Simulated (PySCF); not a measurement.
Level of theory: PBE0/[C def2-TZVP, H def2-TZVP], no relativity, density fitting, PySCF. Open shells, if any, are unrestricted.

Task: What shape and geometry does isolated singlet [CH3]+ take (every ligand bound to C)?

Result: Counting electrons, carbon keeps none of its valence electrons outside its bonds, so the VSEPR class is AX3 and the expected shape is trigonal planar (D3h), as computed. The lowest minimum found is a singlet of D3h symmetry with C–H 1.093 Å (×3); H–C–H 120.0° (×3). Its harmonic wavenumbers are 1406 (e'), 1418 (a2''), 3035 (a1'), 3233 (e') cm⁻¹ and its dipole moment is 0.00 D about the centre of mass.

This need not be the most stable arrangement of these atoms.
